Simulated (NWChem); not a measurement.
## Ionisation of N

SMILES: [N]
```xyz
1

N      0.0000     0.0000     0.0000
```
Charge 0, spin multiplicity 4.

Everything below was run with NWChem.

Basis set: def2-TZVP. −ε marks an orbital energy of the parent.

B3LYP has NWChem's definition, with VWN1-RPA local correlation. The stability of the SCF solutions was not checked.

Q: For the first vertical ionisation energy, −ε(alpha HOMO) of PBE gives 8.23 eV and −ε(alpha HOMO) of B3LYP gives 9.73 eV. What do G0W0@PBE, −ε(alpha HOMO) of M06-2X, G0W0@PBE0 give?

A: G0W0@PBE: 13.47 eV; −ε(alpha HOMO) of M06-2X: 11.74 eV; G0W0@PBE0: 13.92 eV.
